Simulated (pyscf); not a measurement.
Optimised with ωB97X-D3(BJ)/def2-SVP in PySCF. MP2 and CC: frozen core, UHF for open shells. ΔMP2 is the change of the MP2 total energy from the triple- to the quadruple-zeta basis.

**Question.** For SH• + SiH₄ -> H₃Si–SH + H•, a substitution at Si (doublet surface; H–Si broken, S–Si formed), PBE/def2-TZVP gives ΔE‡ = 4.3 kcal/mol and ΔE = +2.5 kcal/mol (zero: the separated reactants). In which direction and how far do B3LYP-D3(BJ)/def2-TZVP, ωB97M-D3(BJ)/def2-TZVP, CCSD(T)/def2-TZVPP + ΔMP2(QZVPP) move these?

**Answer.** B3LYP-D3(BJ): ΔE‡ = 11.9 kcal/mol, ΔE = +8.2 kcal/mol; ωB97M-D3(BJ): ΔE‡ = 13.6 kcal/mol, ΔE = +5.3 kcal/mol; CCSD(T): ΔE‡ = 15.4 kcal/mol, ΔE = +6.5 kcal/mol. PBE's barrier lies under all of them, by 7.6 to 11.1 kcal/mol. Its reaction energy lies under all of them, by 2.8 to 5.7 kcal/mol. The same reactants have a lower exit, to H₂S + SiH₃• (barrier +5.4 kcal/mol at ωB97M-D3(BJ), against +13.6 kcal/mol here). One saddle was located; it need not be the lowest between these sides. The angle at the attacked Si is 62° (front-side attack). The CCSD(T) − MP2 part came from Ansatz, without density fitting, on the same reference. Left out: the spin-orbit lowering of SH.
